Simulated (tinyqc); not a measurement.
Inside a calculation (part 2 of 2). Method: UHF in the sto-3g basis, for OH+, spin multiplicity 3. Computed by tinyqc, a small Python program that keeps every step (integrals from PySCF). Command: `OMP_NUM_THREADS=1 python tinyqc.py 29820 29821 out.jsonl` (the two numbers bound the seeds that draw the settings). One thread of a shared host (Intel(R) Xeon(R) Processor @ 2.60GHz), about 0.1 s of CPU time with the checks.

Geometry (angstrom):

| atom | x | y | z |
|---|---|---|---|
| O | 0.0000 | 0.0000 | 0.0000 |
| H | 0.0000 | 0.0000 | 1.5460 |

## Iteration 3: diagonalisation and new density

extrapolated F(alpha) (hartree), lower triangle:
```
           1O 1s    1O 2s   1O 2px   1O 2py   1O 2pz    2H 1s
1O 1s   -21.0773
1O 2s    -5.3742  -3.1169
1O 2px    0.0000   0.0000  -1.1131
1O 2py    0.0000   0.0000   0.0000  -1.1131
1O 2pz   -0.0109  -0.0486   0.0000   0.0000  -0.9535
2H 1s    -0.3235  -0.4751   0.0000   0.0000  -0.4281  -0.4959
```

extrapolated F(beta) (hartree), lower triangle:
```
           1O 1s    1O 2s   1O 2px   1O 2py   1O 2pz    2H 1s
1O 1s   -21.0246
1O 2s    -5.2942  -2.7337
1O 2px    0.0000   0.0000  -0.1790
1O 2py    0.0000   0.0000   0.0000  -0.1790
1O 2pz   -0.0106  -0.0280   0.0000   0.0000  -0.7704
2H 1s    -0.3177  -0.4547   0.0000   0.0000  -0.4534  -0.5858
```

X, lower triangle:
```
          1O 1s    1O 2s  1O 2px  1O 2py   1O 2pz   2H 1s
1O 1s    1.0222
1O 2s   -0.1244   1.0359
1O 2px   0.0000   0.0000  1.0000
1O 2py   0.0000   0.0000  0.0000  1.0000
1O 2pz  -0.0017   0.0136  0.0000  0.0000   1.0133
2H 1s    0.0103  -0.0978  0.0000  0.0000  -0.0960  1.0268
```

D(alpha) after iteration 2, lower triangle:
```
          1O 1s    1O 2s  1O 2px  1O 2py  1O 2pz   2H 1s
1O 1s    1.0597
1O 2s   -0.2526   1.0702
1O 2px   0.0000   0.0000  1.0000
1O 2py   0.0000   0.0000  0.0000  1.0000
1O 2pz   0.0024  -0.0127  0.0000  0.0000  0.9335
2H 1s    0.0072  -0.0368  0.0000  0.0000  0.0819  0.0394
```

D(beta) after iteration 2, lower triangle:
```
          1O 1s    1O 2s  1O 2px  1O 2py  1O 2pz   2H 1s
1O 1s    1.0594
1O 2s   -0.2516   1.0655
1O 2px   0.0000   0.0000  0.0000
1O 2py   0.0000   0.0000  0.0000  0.0000
1O 2pz   0.0052  -0.0259  0.0000  0.0000  0.8975
2H 1s    0.0048  -0.0281  0.0000  0.0000  0.1133  0.0652
```

overlap S, lower triangle:
```
         1O 1s   1O 2s  1O 2px  1O 2py  1O 2pz   2H 1s
1O 1s   1.0000
1O 2s   0.2367  1.0000
1O 2px  0.0000  0.0000  1.0000
1O 2py  0.0000  0.0000  0.0000  1.0000
1O 2pz  0.0000  0.0000  0.0000  0.0000  1.0000
2H 1s   0.0139  0.1830  0.0000  0.0000  0.1837  1.0000
```

Diagonalise F' = X^T F X, C = X C', fill 5 alpha and 3 beta electrons from the bottom; D(s) = C_occ C_occ^T; the new density keeps 0.7 of the old one (damping). Each column has its largest component positive (the first on a tie).

F' = X^T F X (alpha) (hartree), lower triangle:
```
          1        2        3        4        5        6
1  -20.7084
2   -2.6686  -2.2022
3    0.0000   0.0000  -1.1131
4    0.0000   0.0000   0.0000  -1.1131
5   -0.0157  -0.0104   0.0000   0.0000  -0.9009
6    0.0021  -0.2024   0.0000   0.0000  -0.3104  -0.3807
```

orbital energies (alpha) (hartree): MO1 -21.0856, MO2 -1.8552, MO3 -1.1131, MO4 -1.1131, MO5 -1.0355, MO6 -0.2160

coefficients C (alpha):
```
            MO1      MO2     MO3      MO4      MO5      MO6
1O 1s    0.9947  -0.2618  0.0000   0.0000   0.0307   0.0387
1O 2s    0.0216   1.0167  0.0000   0.0000  -0.1418  -0.2098
1O 2px   0.0000   0.0000  1.0000  -0.0072   0.0000   0.0000
1O 2py   0.0000   0.0000  0.0072   1.0000   0.0000   0.0000
1O 2pz   0.0010   0.0563  0.0000   0.0000   0.8832  -0.5030
2H 1s   -0.0023   0.0477  0.0000   0.0000   0.3319   0.9801
```

F' = X^T F X (beta) (hartree), lower triangle:
```
          1        2        3        4        5        6
1  -20.6677
2   -2.6388  -1.8149
3    0.0000   0.0000  -0.1790
4    0.0000   0.0000   0.0000  -0.1790
5   -0.0184   0.0186   0.0000   0.0000  -0.7082
6    0.0021  -0.2122   0.0000   0.0000  -0.3479  -0.4690
```

orbital energies (beta) (hartree): MO1 -21.0301, MO2 -1.4993, MO3 -0.9368, MO4 -0.1936, MO5 -0.1790, MO6 -0.1790

coefficients C (beta):
```
            MO1      MO2      MO3      MO4     MO5      MO6
1O 1s    0.9957  -0.2532   0.0509   0.0470  0.0000   0.0000
1O 2s    0.0176   0.9932  -0.2323  -0.2396  0.0000   0.0000
1O 2px   0.0000   0.0000   0.0000   0.0000  1.0000  -0.0003
1O 2py   0.0000   0.0000   0.0000   0.0000  0.0003   1.0000
1O 2pz   0.0009   0.0653   0.7840  -0.6460  0.0000   0.0000
2H 1s   -0.0018   0.1265   0.4850   0.9066  0.0000   0.0000
```

D(alpha) after iteration 3, lower triangle:
```
          1O 1s    1O 2s  1O 2px  1O 2py  1O 2pz   2H 1s
1O 1s    1.0594
1O 2s   -0.2515   1.0654
1O 2px   0.0000   0.0000  1.0000
1O 2py   0.0000   0.0000  0.0000  1.0000
1O 2pz   0.0057  -0.0293  0.0000  0.0000  0.8885
2H 1s    0.0037  -0.0253  0.0000  0.0000  0.1461  0.0613
```

D(beta) after iteration 3, lower triangle:
```
          1O 1s    1O 2s  1O 2px  1O 2py  1O 2pz   2H 1s
1O 1s    1.0591
1O 2s   -0.2499   1.0581
1O 2px   0.0000   0.0000  0.0000
1O 2py   0.0000   0.0000  0.0000  0.0000
1O 2pz   0.0109  -0.0533  0.0000  0.0000  0.8139
2H 1s    0.0006  -0.0158  0.0000  0.0000  0.1958  0.1210
```

Within a degenerate level the vectors are fixed only up to a rotation; this is one choice.

## Iteration 50 (converged): orbitals

converged F(alpha) (hartree), lower triangle:
```
           1O 1s    1O 2s   1O 2px   1O 2py   1O 2pz    2H 1s
1O 1s   -21.1089
1O 2s    -5.3872  -3.1663
1O 2px    0.0000   0.0000  -1.1441
1O 2py    0.0000   0.0000   0.0000  -1.1441
1O 2pz   -0.0091  -0.0543   0.0000   0.0000  -1.0893
2H 1s    -0.3235  -0.4520   0.0000   0.0000  -0.3373  -0.3382
```

converged F(beta) (hartree), lower triangle:
```
           1O 1s    1O 2s   1O 2px   1O 2py   1O 2pz    2H 1s
1O 1s   -21.0473
1O 2s    -5.2931  -2.7223
1O 2px    0.0000   0.0000  -0.1936
1O 2py    0.0000   0.0000   0.0000  -0.1936
1O 2pz   -0.0092  -0.0106   0.0000   0.0000  -0.6147
2H 1s    -0.3172  -0.4379   0.0000   0.0000  -0.4147  -0.6998
```

Diagonalise F' = X^T F X, C = X C', fill 5 alpha and 3 beta electrons from the bottom; D(s) = C_occ C_occ^T. Each column has its largest component positive (the first on a tie).

F' = X^T F X (alpha) (hartree), lower triangle:
```
          1        2        3        4        5        6
1  -20.7390
2   -2.6717  -2.2559
3    0.0000   0.0000  -1.1441
4    0.0000   0.0000   0.0000  -1.1441
5   -0.0118  -0.0291   0.0000   0.0000  -1.0568
6    0.0007  -0.1858   0.0000   0.0000  -0.2161  -0.2388
```

orbital energies (alpha) (hartree): MO1 -21.1174, MO2 -1.9011, MO3 -1.1441, MO4 -1.1441, MO5 -1.1042, MO6 -0.1678

coefficients C (alpha):
```
            MO1      MO2     MO3      MO4      MO5      MO6
1O 1s    0.9946  -0.2633  0.0000   0.0000   0.0229   0.0362
1O 2s    0.0220   1.0231  0.0000   0.0000  -0.0998  -0.2026
1O 2px   0.0000   0.0000  0.7534  -0.6576   0.0000   0.0000
1O 2py   0.0000   0.0000  0.6576   0.7534   0.0000   0.0000
1O 2pz   0.0009   0.0652  0.0000   0.0000   0.9609  -0.3295
2H 1s   -0.0023   0.0176  0.0000   0.0000   0.1453   1.0255
```

F' = X^T F X (beta) (hartree), lower triangle:
```
          1        2        3        4        5        6
1  -20.6915
2   -2.6359  -1.8074
3    0.0000   0.0000  -0.1936
4    0.0000   0.0000   0.0000  -0.1936
5   -0.0187   0.0322   0.0000   0.0000  -0.5565
6   -0.0011  -0.1849   0.0000   0.0000  -0.3126  -0.5982
```

orbital energies (beta) (hartree): MO1 -21.0526, MO2 -1.4853, MO3 -0.8708, MO4 -0.2449, MO5 -0.1936, MO6 -0.1936

coefficients C (beta):
```
            MO1      MO2      MO3      MO4      MO5     MO6
1O 1s    0.9958  -0.2539   0.0508   0.0410   0.0000  0.0000
1O 2s    0.0172   0.9978  -0.2421  -0.2089   0.0000  0.0000
1O 2px   0.0000   0.0000   0.0000   0.0000  -0.0384  0.9993
1O 2py   0.0000   0.0000   0.0000   0.0000   0.9993  0.0384
1O 2pz   0.0008   0.0292   0.6446  -0.7873   0.0000  0.0000
2H 1s   -0.0018   0.1205   0.6564   0.7923   0.0000  0.0000
```

D(alpha) after iteration 50, lower triangle:
```
          1O 1s    1O 2s  1O 2px  1O 2py  1O 2pz   2H 1s
1O 1s    1.0591
1O 2s   -0.2498   1.0572
1O 2px   0.0000   0.0000  1.0000
1O 2py   0.0000   0.0000  0.0000  1.0000
1O 2pz   0.0058  -0.0292  0.0000  0.0000  0.9277
2H 1s   -0.0036   0.0035  0.0000  0.0000  0.1407  0.0214
```

D(beta) after iteration 50, lower triangle:
```
          1O 1s    1O 2s  1O 2px  1O 2py  1O 2pz   2H 1s
1O 1s    1.0587
1O 2s   -0.2486   1.0546
1O 2px   0.0000   0.0000  0.0000
1O 2py   0.0000   0.0000  0.0000  0.0000
1O 2pz   0.0261  -0.1270  0.0000  0.0000  0.4163
2H 1s    0.0010  -0.0388  0.0000  0.0000  0.4266  0.4454
```

Within a degenerate level the vectors are fixed only up to a rotation; this is one choice.

## Convergence

Stop when the energy changes by less than 1e-08 hartree and every element of the error matrix X^T (F D S - S D F) X (for each spin) is below 3e-05.

Course of the cycle:

| iteration | E (hartree) | change | largest element of the error matrix |
|---|---|---|---|
| 1 | -73.766138 | - | 1.42e-01 |
| 2 | -73.807536 | -4.14e-02 | 1.32e-01 |
| 3 | -73.845420 | -3.79e-02 | 1.16e-01 |
| 4 | -73.875834 | -3.04e-02 | 8.74e-02 |
| 5 | -73.901951 | -2.61e-02 | 6.82e-02 |
| 6 | -73.920544 | -1.86e-02 | 5.13e-02 |
| 7 | -73.929996 | -9.45e-03 | 3.33e-02 |
| 8 | -73.944833 | -1.48e-02 | 2.73e-02 |
| 9 | -73.955607 | -1.08e-02 | 2.40e-02 |
| 10 | -73.961784 | -6.18e-03 | 1.64e-02 |
| 11 | -73.967164 | -5.38e-03 | 1.11e-02 |
| 12 | -73.971647 | -4.48e-03 | 7.70e-03 |
| 13 | -73.975075 | -3.43e-03 | 5.38e-03 |
| 14 | -73.977621 | -2.55e-03 | 3.76e-03 |
| ... | ... | ... | ... |
| 37 | -73.984009 | -7.87e-07 | 1.02e-06 |
| 38 | -73.984010 | -5.51e-07 | 7.13e-07 |
| 39 | -73.984010 | -3.86e-07 | 4.99e-07 |
| 40 | -73.984010 | -2.70e-07 | 3.49e-07 |
| 41 | -73.984010 | -1.89e-07 | 2.44e-07 |
| 42 | -73.984011 | -1.32e-07 | 1.71e-07 |
| 43 | -73.984011 | -9.26e-08 | 1.20e-07 |
| 44 | -73.984011 | -6.48e-08 | 8.39e-08 |
| 45 | -73.984011 | -4.54e-08 | 5.87e-08 |
| 46 | -73.984011 | -3.18e-08 | 4.11e-08 |
| 47 | -73.984011 | -2.22e-08 | 2.88e-08 |
| 48 | -73.984011 | -1.56e-08 | 2.01e-08 |
| 49 | -73.984011 | -1.09e-08 | 1.41e-08 |
| 50 | -73.984011 | -7.62e-09 | 9.87e-09 |

PySCF UHF in the same basis, after a stability check = -73.984011 hartree

Converged in 50 iterations.

## Populations, bond orders and dipole

Mulliken: Z minus the diagonal of D S on the atom; Loewdin: the same with S^(1/2) D S^(1/2); Mayer order: 2 sum_s sum (D(s) S)_ij (D(s) S)_ji over the two atoms.

Charges (e):

| atom | Mulliken | Loewdin | Mulliken spin |
|---|---|---|---|
| 1O | 0.5646 | 0.5834 | 2.4689 |
| 2H | 0.4354 | 0.4166 | -0.4689 |

Mayer bond orders:

| pair | order |
|---|---|
| 2-1 | 0.5906 |

dipole moment about the origin, x y z (debye): 0.0000  0.0000  3.5346

<S^2> of the determinant (pure state: 2) = 2.2808
